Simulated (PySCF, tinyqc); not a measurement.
CID on RHF in the sto-3g basis, frozen core, for CH+, spin multiplicity 1, step by step. The lowest restricted solution is unstable here: a spin-polarised one lies 0.0083 hartree lower (PySCF). Computed by tinyqc, a small Python program that keeps every step (integrals from PySCF). Settings: charge = 1, multiplicity = 1, basis = sto-3g, method = RHF, frozen orbitals = 1, energy threshold = 1e-10, iteration cap = 60, orthogonalisation = symmetric, start = core, DIIS depth = 6, ci = CID, davidson = 1. Command: `OMP_NUM_THREADS=1 python tinyqc.py 21896 21897 out.jsonl` (the two numbers bound the seeds that draw the settings). One thread of a shared host (Intel(R) Xeon(R) Processor @ 2.60GHz), about 0.1 s of CPU time with the checks. The early iterations of the SCF are left out here.

## One-electron integrals

Geometry (angstrom):
```
atom         x         y         z
C     0.000000  0.000000  0.000000
H     0.000000  0.000000  1.418000
```

Basis sto-3g: exponents (1/bohr^2) and contraction coefficients of normalised primitives:
```
element  l (shell)   exponent  coefficient
C            s (1)  71.616837     0.154329
C            s (1)  13.045096     0.535328
C            s (1)   3.530512     0.444635
C            s (2)   2.941249    -0.099967
C            s (2)   0.683483     0.399513
C            s (2)   0.222290     0.700115
C            p (3)   2.941249     0.155916
C            p (3)   0.683483     0.607684
C            p (3)   0.222290     0.391957
H            s (1)   3.425251     0.154329
H            s (1)   0.623914     0.535328
H            s (1)   0.168855     0.444635
```

Overlap, kinetic and nuclear-attraction integrals over the contracted functions; the nuclear repulsion is the sum of Za Zb / Rab.

nuclear repulsion = 2.23911373 hartree

overlap S:
```
           1C 1s     1C 2s    1C 2px    1C 2py    1C 2pz     2H 1s
1C 1s   1.000000  0.248362  0.000000  0.000000  0.000000  0.029382
1C 2s   0.248362  1.000000  0.000000  0.000000  0.000000  0.321305
1C 2px  0.000000  0.000000  1.000000  0.000000  0.000000  0.000000
1C 2py  0.000000  0.000000  0.000000  1.000000  0.000000  0.000000
1C 2pz  0.000000  0.000000  0.000000  0.000000  1.000000  0.343364
2H 1s   0.029382  0.321305  0.000000  0.000000  0.343364  1.000000
```

kinetic energy T (hartree):
```
            1C 1s      1C 2s    1C 2px    1C 2py    1C 2pz      2H 1s
1C 1s   15.891122  -0.085890  0.000000  0.000000  0.000000  -0.008969
1C 2s   -0.085890   0.472250  0.000000  0.000000  0.000000   0.029204
1C 2px   0.000000   0.000000  1.477728  0.000000  0.000000   0.000000
1C 2py   0.000000   0.000000  0.000000  1.477728  0.000000   0.000000
1C 2pz   0.000000   0.000000  0.000000  0.000000  1.477728   0.105457
2H 1s   -0.008969   0.029204  0.000000  0.000000  0.105457   0.760032
```

nuclear attraction V (hartree):
```
             1C 1s      1C 2s     1C 2px     1C 2py     1C 2pz      2H 1s
1C 1s   -34.025927  -4.284914   0.000000   0.000000  -0.010007  -0.514153
1C 2s    -4.284914  -5.560794   0.000000   0.000000  -0.112741  -1.394211
1C 2px    0.000000   0.000000  -5.495177   0.000000   0.000000   0.000000
1C 2py    0.000000   0.000000   0.000000  -5.495177   0.000000   0.000000
1C 2pz   -0.010007  -0.112741   0.000000   0.000000  -5.566467  -1.370730
2H 1s    -0.514153  -1.394211   0.000000   0.000000  -1.370730  -3.452888
```

core Hamiltonian H = T + V (hartree):
```
             1C 1s      1C 2s     1C 2px     1C 2py     1C 2pz      2H 1s
1C 1s   -18.134805  -4.370804   0.000000   0.000000  -0.010007  -0.523122
1C 2s    -4.370804  -5.088544   0.000000   0.000000  -0.112741  -1.365007
1C 2px    0.000000   0.000000  -4.017449   0.000000   0.000000   0.000000
1C 2py    0.000000   0.000000   0.000000  -4.017449   0.000000   0.000000
1C 2pz   -0.010007  -0.112741   0.000000   0.000000  -4.088739  -1.265273
2H 1s    -0.523122  -1.365007   0.000000   0.000000  -1.265273  -2.692856
```

## Two-electron integrals

Functions are numbered as in S; the eight-fold symmetry (ij|kl) = (ji|kl) = (kl|ij) leaves the list below.

Two-electron integrals (ij|kl) in chemists' order, unique and non-zero (hartree):
```
(11|11) 3.541948   (21|11) 0.576921   (21|21) 0.111888   (22|11) 0.854682
(22|21) 0.205284   (22|22) 0.624709   (31|31) 0.020296   (32|31) 0.030858
(32|32) 0.137996   (33|11) 0.852436   (33|21) 0.205335   (33|22) 0.624568
(33|33) 0.672833   (41|41) 0.020296   (42|41) 0.030858   (42|42) 0.137996
(43|43) 0.036269   (44|11) 0.852436   (44|21) 0.205335   (44|22) 0.624568
(44|33) 0.600295   (44|44) 0.672833   (51|51) 0.020296   (52|51) 0.030858
(52|52) 0.137996   (53|53) 0.036269   (54|54) 0.036269   (55|11) 0.852436
(55|21) 0.205335   (55|22) 0.624568   (55|33) 0.600295   (55|44) 0.600295
(55|55) 0.672833   (61|11) 0.068476   (61|21) 0.013210   (61|22) 0.024234
(61|33) 0.024159   (61|44) 0.024159   (61|51) 0.000764   (61|52) 0.001445
(61|55) 0.024393   (61|61) 0.001591   (62|11) 0.194087   (62|21) 0.047388
(62|22) 0.162741   (62|33) 0.158611   (62|44) 0.158611   (62|51) 0.004452
(62|52) 0.033170   (62|55) 0.170836   (62|61) 0.005838   (62|62) 0.060149
(63|31) 0.004408   (63|32) 0.024441   (63|53) 0.006162   (63|63) 0.006622
(64|41) 0.004408   (64|42) 0.024441   (64|54) 0.006162   (64|64) 0.006622
(65|11) 0.178375   (65|21) 0.044062   (65|22) 0.160442   (65|33) 0.152618
(65|44) 0.152618   (65|51) 0.007909   (65|52) 0.054012   (65|55) 0.175903
(65|61) 0.005629   (65|62) 0.070203   (65|65) 0.087068   (66|11) 0.370887
(66|21) 0.092008   (66|22) 0.361257   (66|33) 0.343681   (66|44) 0.343681
(66|51) 0.009521   (66|52) 0.098524   (66|55) 0.395895   (66|61) 0.011416
(66|62) 0.180270   (66|65) 0.230985   (66|66) 0.774606
```

## Orthogonalisation

S = U s U^T; symmetric (Loewdin) form X = U s^(-1/2) U^T, so that X^T S X = 1.

eigenvalues of S: 0.505583  0.820338  1.000000  1.000000  1.158926  1.515153

X:
```
            1C 1s      1C 2s    1C 2px    1C 2py     1C 2pz      2H 1s
1C 1s    1.025060  -0.135216  0.000000  0.000000  -0.006209   0.019745
1C 2s   -0.135216   1.073366  0.000000  0.000000   0.051056  -0.192413
1C 2px   0.000000   0.000000  1.000000  0.000000   0.000000   0.000000
1C 2py   0.000000   0.000000  0.000000  1.000000   0.000000   0.000000
1C 2pz  -0.006209   0.051056  0.000000  0.000000   1.053056  -0.200824
2H 1s    0.019745  -0.192413  0.000000  0.000000  -0.200824   1.100300
```

## Iteration 7 (converged): orbitals

converged F (hartree):
```
             1C 1s      1C 2s     1C 2px     1C 2py     1C 2pz      2H 1s
1C 1s   -11.661310  -3.100507   0.000000   0.000000  -0.015615  -0.376636
1C 2s    -3.100507  -1.876213   0.000000   0.000000  -0.050987  -0.579275
1C 2px    0.000000   0.000000  -0.259445   0.000000   0.000000   0.000000
1C 2py    0.000000   0.000000   0.000000  -0.259445   0.000000   0.000000
1C 2pz   -0.015615  -0.050987   0.000000   0.000000  -0.684201  -0.527357
2H 1s    -0.376636  -0.579275   0.000000   0.000000  -0.527357  -0.624341
```

Diagonalise F' = X^T F X, C = X C', fill 3 alpha and 3 beta electrons from the bottom; D = 2 C_occ C_occ^T. Each column has its largest component positive (the first on a tie).

F' = X^T F X (hartree):
```
            1          2          3          4          5          6
1  -11.440082  -1.530217   0.000000   0.000000  -0.030690  -0.008545
2   -1.530217  -1.275062   0.000000   0.000000   0.045152  -0.275624
3    0.000000   0.000000  -0.259445   0.000000   0.000000   0.000000
4    0.000000   0.000000   0.000000  -0.259445   0.000000   0.000000
5   -0.030690   0.045152   0.000000   0.000000  -0.558572  -0.376970
6   -0.008545  -0.275624   0.000000   0.000000  -0.376970  -0.375755
```

orbital energies (hartree): MO1 -11.665708, MO2 -1.159455, MO3 -0.803950, MO4 -0.259445, MO5 -0.259445, MO6 -0.020358

coefficients C:
```
              MO1        MO2        MO3        MO4       MO5        MO6
1C 1s    0.994451  -0.250697   0.103552   0.000000  0.000000   0.083388
1C 2s    0.022000   0.907653  -0.444022   0.000000  0.000000  -0.434229
1C 2px   0.000000   0.000000   0.000000  -0.071118  0.997468   0.000000
1C 2py   0.000000   0.000000   0.000000   0.997468  0.071118   0.000000
1C 2pz   0.002832   0.150757   0.730022   0.000000  0.000000  -0.772161
2H 1s   -0.004155   0.226582   0.431508   0.000000  0.000000   1.025108
```

D after iteration 7:
```
            1C 1s      1C 2s    1C 2px    1C 2py     1C 2pz      2H 1s
1C 1s    2.125011  -0.503295  0.000000  0.000000   0.081236  -0.032504
1C 2s   -0.503295   2.042946  0.000000  0.000000  -0.374497   0.027935
1C 2px   0.000000   0.000000  0.000000  0.000000   0.000000   0.000000
1C 2py   0.000000   0.000000  0.000000  0.000000   0.000000   0.000000
1C 2pz   0.081236  -0.374497  0.000000  0.000000   1.111336   0.698315
2H 1s   -0.032504   0.027935  0.000000  0.000000   0.698315   0.475112
```

Within a degenerate level the vectors are fixed only up to a rotation; this is one choice.

## Convergence

Stop when the energy changes by less than 1e-10 hartree and every element of the error matrix X^T (F D S - S D F) X is below 3e-06.

Course of the cycle:
```
iteration   E (hartree)     change  largest element of the error matrix
1          -37.02629017          -                             4.44e-01
2          -37.42148889  -3.95e-01                             9.90e-02
3          -37.43113452  -9.65e-03                             1.33e-02
4          -37.43128727  -1.53e-04                             2.92e-03
5          -37.43129541  -8.14e-06                             1.14e-04
6          -37.43129542  -1.06e-08                             2.37e-06
7          -37.43129542  -5.95e-12                             1.24e-09
```

PySCF RHF in the same basis = -37.43129542 hartree

Converged in 7 iterations.

## Integrals over molecular orbitals

(pq|rs) = sum C_ip C_jq C_kr C_ls (ij|kl), one index at a time.

one-electron integrals over orbitals h = C^T H C (hartree):
```
            1          2          3          4          5          6
1  -18.123366   0.376996  -0.147772   0.000000   0.000000  -0.119770
2    0.376996  -4.192486   0.200885   0.000000   0.000000   0.527485
3   -0.147772   0.200885  -3.725444   0.000000   0.000000   0.609014
4    0.000000   0.000000   0.000000  -4.017449   0.000000   0.000000
5    0.000000   0.000000   0.000000   0.000000  -4.017449   0.000000
6   -0.119770   0.527485   0.609014   0.000000   0.000000  -2.982146
```

Two-electron integrals over orbitals (pq|rs), unique and non-zero (hartree); the lowest 1 orbital is frozen and left out:
```
(22|22) 0.579112    (32|22) 0.015950    (32|32) 0.109271    (33|22) 0.520113
(33|32) -0.042746   (33|33) 0.569619    (42|42) 0.112056    (43|42) -0.037007
(43|43) 0.040059    (44|22) 0.578878    (44|32) -0.052727   (44|33) 0.534838
(44|44) 0.672833    (52|52) 0.112056    (53|52) -0.037007   (53|53) 0.040059
(54|54) 0.036269    (55|22) 0.578878    (55|32) -0.052727   (55|33) 0.534838
(55|44) 0.600295    (55|55) 0.672833    (62|22) -0.083230   (62|32) -0.003614
(62|33) -0.015894   (62|44) -0.093034   (62|55) -0.093034   (62|62) 0.081721
(63|22) -0.063021   (63|32) 0.079694    (63|33) -0.073290   (63|44) -0.110532
(63|55) -0.110532   (63|62) 0.063870    (63|63) 0.133616    (64|42) -0.032641
(64|43) -0.005783   (64|64) 0.021749    (65|52) -0.032641   (65|53) -0.005783
(65|65) 0.021749    (66|22) 0.506953    (66|32) 0.088328    (66|33) 0.491715
(66|44) 0.449210    (66|55) 0.449210    (66|62) 0.006908    (66|63) 0.069099
(66|66) 0.627304
```

## CID: determinants and Hamiltonian

one-electron integrals dressed by the frozen orbital, h + 2 (pq|11) - (p1|1q) (hartree):
```
           2          3          4          5          6
2  -2.669522   0.026796   0.000000   0.000000   0.194712
3   0.026796  -2.304524   0.000000   0.000000   0.195717
4   0.000000   0.000000  -2.334762   0.000000   0.000000
5   0.000000   0.000000   0.000000  -2.334762   0.000000
6   0.194712   0.195717   0.000000   0.000000  -1.802358
```

energy of the frozen orbital, 2 h_11 + (11|11) = -32.73295904 hartree

Hartree-Fock energy = -37.43129542 hartree

Slater-Condon rules over spin orbitals, with the nuclear repulsion and the energy of the frozen orbital added and E(HF) subtracted on the diagonal. Only determinants linked to the reference directly or through others are kept (one block of an abelian symmetry group), so some states are absent.

Occupation strings over the orbitals (2 doubly, a alpha, b beta, 0 empty; spin orbitals ordered 1a 1b 2a 2b ...): 222000 220200 2ab200 220020 2ab020 220002 2ab002 2ba200 202200 2ba020 202020 2ba002 202002

H - E(HF) between determinants (hartree):
```
           222000     220200     2ab200     220020     2ab020     220002     2ab002     2ba200
222000   0.000000   0.040059   0.037007   0.040059   0.037007   0.133616  -0.063870  -0.037007
220200   0.040059   0.272228  -0.025700   0.036269   0.000000   0.021749   0.000000   0.025700
2ab200   0.037007  -0.025700   0.562144   0.000000   0.036269   0.000000   0.021749  -0.109271
220020   0.040059   0.036269   0.000000   0.272228  -0.025700   0.021749   0.000000   0.000000
2ab020   0.037007   0.000000   0.036269  -0.025700   0.562144   0.000000   0.021749   0.000000
220002   0.133616   0.021749   0.000000   0.021749   0.000000   1.064478   0.155533   0.000000
2ab002  -0.063870   0.000000   0.021749   0.000000   0.021749   0.155533   1.288106   0.000000
2ba200  -0.037007   0.025700  -0.109271   0.000000   0.000000   0.000000   0.000000   0.562144
202200   0.112056   0.109271  -0.084396   0.000000   0.000000   0.000000   0.000000   0.084396
2ba020  -0.037007   0.000000   0.000000   0.025700  -0.109271   0.000000   0.000000   0.036269
202020   0.112056   0.000000   0.000000   0.109271  -0.084396   0.000000   0.000000   0.000000
2ba002   0.063870   0.000000   0.000000   0.000000   0.000000  -0.155533  -0.109271   0.021749
202002   0.081721   0.000000   0.000000   0.000000   0.000000   0.109271   0.096836   0.000000

           202200     2ba020     202020     2ba002     202002
222000   0.112056  -0.037007   0.112056   0.063870   0.081721
220200   0.109271   0.000000   0.000000   0.000000   0.000000
2ab200  -0.084396   0.000000   0.000000   0.000000   0.000000
220020   0.000000   0.025700   0.109271   0.000000   0.000000
2ab020   0.000000  -0.109271  -0.084396   0.000000   0.000000
220002   0.000000   0.000000   0.000000  -0.155533   0.109271
2ab002   0.000000   0.000000   0.000000  -0.109271   0.096836
2ba200   0.084396   0.036269   0.000000   0.021749   0.000000
202200   0.960564   0.000000   0.036269   0.000000   0.021749
2ba020   0.000000   0.562144   0.084396   0.021749   0.000000
202020   0.036269   0.084396   0.960564   0.000000   0.021749
2ba002   0.000000   0.021749   0.000000   1.288106  -0.096836
202002   0.021749   0.000000   0.021749  -0.096836   1.620238
```

## CID: roots

Diagonalise (each vector has its largest component positive (the first on a tie)); all determinants have Ms = 0, so triplets appear too. The lowest singlet root is the correlation energy. The Davidson correction is (1 - c0^2) E_corr, c0 the coefficient of the reference.

lowest roots of this matrix, relative to E(HF) (hartree): -0.068057  0.218242  0.291811  0.416604  0.487772  0.592265  0.684162  0.971417

lowest vectors:
```
           root 1     root 2     root 3     root 4
222000   0.963755   0.000000   0.075957   0.000000
220200  -0.073989   0.698880   0.693832   0.000000
2ab200  -0.061271   0.022264   0.011787   0.500000
220020  -0.073989  -0.698880   0.693832   0.000000
2ab020  -0.061271  -0.022264   0.011787  -0.500000
220002  -0.123128   0.000000  -0.057245   0.000000
2ab002   0.059725   0.000000   0.011790   0.000000
2ba200   0.061271  -0.022264  -0.011787   0.500000
202200  -0.102657  -0.102839  -0.116854   0.000000
2ba020   0.061271   0.022264  -0.011787  -0.500000
202020  -0.102657   0.102839  -0.116854   0.000000
2ba002  -0.059725   0.000000  -0.011790   0.000000
202002  -0.042887   0.000000   0.002144   0.000000
```

<S^2> of these roots: 0.000000  0.000000  0.000000  2.000000  2.000000  0.000000  0.000000  0.000000

weight of the ground state by excitation level 0, 1, 2, ...: 0.928824  0.000000  0.071176

Davidson correction = -0.00484404 hartree

## The lowest root by the Davidson method

Start from the reference; add the residual divided by (theta - H_ii), orthogonalised, at each step.

Davidson iterations:
```
iteration  subspace  lowest Ritz value (hartree)  residual norm
1                 1                            0       2.58e-01
2                 2                  -0.06510972       4.48e-02
3                 3                  -0.06797455       8.47e-03
4                 4                  -0.06805633       9.40e-04
5                 5                  -0.06805698       1.56e-04
6                 6                  -0.06805699       4.47e-06
7                 7                  -0.06805699       7.75e-17
```
